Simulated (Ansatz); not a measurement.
Worked example: correlation energy of [NH₂···H···Br], doublet

Geometry: a point of a hydrogen-transfer path between rigid fragments, not a stationary point.

```xyz
5

N    -2.6797   -0.0059   -0.0092
H    -2.9769    0.9620   -0.0092
H    -2.9769   -0.4082    0.8711
H    -1.0707   -0.0059   -0.0092
Br    0.5583   -0.0059   -0.0092
```

Basis cc-pVDZ; Ansatz 0.2.0. Only valence electrons are correlated (noble-gas cores and the filled d shells of p-block atoms frozen), which leaves 15 electrons in 41 orbitals. Prefix R: restricted or restricted open-shell reference; prefix U: unrestricted. No spin–orbit coupling is included, and no scalar relativity.

Full CI isn't at hand for all of this; UCCSDT(Q) serves as the reference, and is uncertain by about the last step of the cluster series.

Runs differ by some tens of microhartree through their thresholds and, for an open shell, their frozen cores, so steps under 0.03 kcal/mol mean nothing.

```
    level  total energy (hartree)
      UHF            -2628.524959
     UMP2            -2628.803522
    UCCSD            -2628.836258
 UCCSD(T)            -2628.842376
   UCCSDT            -2628.843124
UCCSDT(Q)            -2628.843712
```

**Question.** What is the correlation energy at UCCSDT(Q), and what share of it do UMP2 and UCCSDT recover?

**Answer.** E(corr) = -2628.843712 − (-2628.524959) = -0.318753 hartree = -8.674 eV. UMP2: -0.278563 / -0.318753 = 87.39 %. UCCSDT: -0.318165 / -0.318753 = 99.82 %.

**Question.** By how many kcal/mol does UCCSD(T) miss UCCSDT(Q) (1 hartree = 627.509 kcal/mol), and which steps make up the rest?

**Answer.** -2628.842376 − (-2628.843712) = 0.001336 hartree = 0.84 kcal/mol. Steps: UCCSDT − UCCSD(T) = -0.47, UCCSDT(Q) − UCCSDT = -0.37 kcal/mol. Differences between like states or geometries often cancel part of this.
